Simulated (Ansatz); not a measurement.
# Group exchange: C5H10 + CH4O3S → C4H8O + C2H6O2S

Species: C5H10 (1-pentene) `C=CCCC`, singlet; CH4O3S (methanesulfonic acid) `CS(=O)(=O)O`, singlet; C4H8O (3-buten-1-ol) `C=CCCO`, singlet; C2H6O2S `CS(C)(=O)=O`, singlet. The partners trade CH3 for OH: C–CH3 and S–OH bonds give way to C–OH and S–CH3.

Shapes, held fixed at every level: PBE0-D4/def2-TZVP. Flexible molecules stand in one conformer, not always the lowest. Programs: Ansatz 0.2.0. Electronic energies: no zero-point or thermal term.

Question: Estimate ΔE of this reaction.

Answer: The highest level, CCSD(T)/CBS estimate, gives ΔE = +54.0 kJ/mol; the levels span +54.0 to +60.7. The column of differences is taken from that level and isn't an error. No measured value is set beside it here. The CBS estimate extrapolates MP2 from def2-TZVPP and def2-QZVPP and adds CCSD(T) − MP2 in the triple-zeta set, cores frozen.

| level | kind | ΔE (kJ/mol) | less CCSD(T)/CBS estimate |
| --- | --- | --- | --- |
| HF/def2-TZVPP | Hartree–Fock | +56.2 | +2.2 |
| PBE0-D4/def2-TZVPP | global hybrid | +54.2 | +0.2 |
| wB97X-V/def2-TZVPP | range-separated hybrid | +54.8 | +0.8 |
| B2PLYP/def2-TZVPP | double hybrid | +55.9 | +1.9 |
| MP2/def2-TZVPP | perturbation theory | +60.7 | +6.7 |
| CCSD(T)/def2-TZVPP | coupled cluster or CI | +55.5 | +1.5 |
| CCSD/def2-TZVPP | coupled cluster or CI | +55.7 | +1.7 |
| CCSD(T)/CBS estimate | coupled cluster or CI | +54.0 | 0.0 |
